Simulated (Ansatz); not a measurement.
Zinc-blende AlAs: LA phonon frequency at X by level of theory

No measured value is used here.

```json
[
 {"level (code)": "LDA (Ansatz)", "value (cm⁻¹)": "213", "cell (Å³/atom)": "22.29"},
 {"level (code)": "PBE (Ansatz)", "value (cm⁻¹)": "207", "cell (Å³/atom)": "23.50"},
 {"level (code)": "PBE-D3(BJ) (Ansatz)", "value (cm⁻¹)": "215", "cell (Å³/atom)": "22.72"},
 {"level (code)": "B3LYP (VWN-RPA form) (Ansatz)", "value (cm⁻¹)": "214", "cell (Å³/atom)": "23.57"},
 {"level (code)": "PBE0 (Ansatz)", "value (cm⁻¹)": "219", "cell (Å³/atom)": "22.90"}
]
```

PBE-D3(BJ): the dispersion coefficients are held fixed in the derivatives. Each level is taken at its own relaxed cell. K meshes differ between the levels. Ansatz's density-functional and Hartree–Fock values are scalar-relativistic unless marked +SOC, with PAW data made under PBE.

Ansatz is a program for electronic structure.
